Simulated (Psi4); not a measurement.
Reaction (SMILES): N (NH3) + H+ → [NH4+]
B3LYP-D3(BJ)/def2-TZVP geometries, fixed; electronic energies without zero-point terms; positive where energy is released.
Largest species:
```
N
H 1 1.0250
H 1 1.0250 2 109.47
H 1 1.0250 2 109.47 3 120.00
H 1 1.0250 2 109.47 4 120.00
```
Charge +1, spin multiplicity 1.

The proton affinity at MP2 with Psi4, in kcal/mol, split into its Hartree-Fock and correlation parts. Density fitting with the program's default auxiliary sets. Cores are frozen. No added dispersion term, no relativity. Functions are those of the species that has most.

| basis | X | functions | Hartree-Fock | MP2 |
|---|---|---|---|---|
| aug-cc-pVDZ | 2 | 59 | 214.71 | 210.20 |
| aug-cc-pVTZ | 3 | 138 | 215.76 | 210.59 |
| aug-cc-pVQZ | 4 | 264 | 215.86 | 210.57 |

Worked estimate of the basis-set limit from each neighbouring pair, with Hartree-Fock from the larger set and the correlation part extrapolated as X^-3.
Correlation parts: X = 2: -4.51, X = 3: -5.17, X = 4: -5.29.
- (2,3): (27·(-5.17) - 8·(-4.51))/19 = -5.45; with Hartree-Fock 215.76 the estimate is 210.31 kcal/mol.
- (3,4): (64·(-5.29) - 27·(-5.17))/37 = -5.38; with Hartree-Fock 215.86 the estimate is 210.48 kcal/mol.
The last two estimates differ by 0.17 kcal/mol; the largest set lies 0.09 from the last. Over the last step Hartree-Fock moves by 0.10 and the correlation part by -0.12.
